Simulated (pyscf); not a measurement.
Single points on ωB97X-D3(BJ)/def2-SVP structures (PySCF, gas phase). Correlated levels are frozen-core, on RHF or UHF. ΔMP2 is the change of the MP2 total energy from the triple- to the quadruple-zeta basis.

Q: Estimate the classical barrier height and the reaction energy of :HSi–SH (SMILES [SiH]S) [singlet] + H₂S (SMILES S) -> H₂Si=S (SMILES [SiH2]=S) + H₂S (SMILES S) at CCSD(T)/def2-TZVPP + ΔMP2(QZVPP). The step runs on the singlet surface, breaks H–S, H–S and forms H–Si, H–S; take the separated reactants as zero.

A: ΔE‡ = 26.5 kcal/mol, ΔE = -11.3 kcal/mol. Zero-point energy shifts the barrier by -1.1 kcal/mol. It is a concerted two-bond exchange, with an imaginary mode of 1578i cm⁻¹. The products may also form a dative adduct at H₂Si=S; it and routes through it were not searched. This saddle turned up in a search for another step; its sides and bond changes are read from the two ends of the descent. One saddle was located; it need not be the lowest between these sides. The CCSD(T) − MP2 part came from Ansatz, without density fitting, on the same reference.
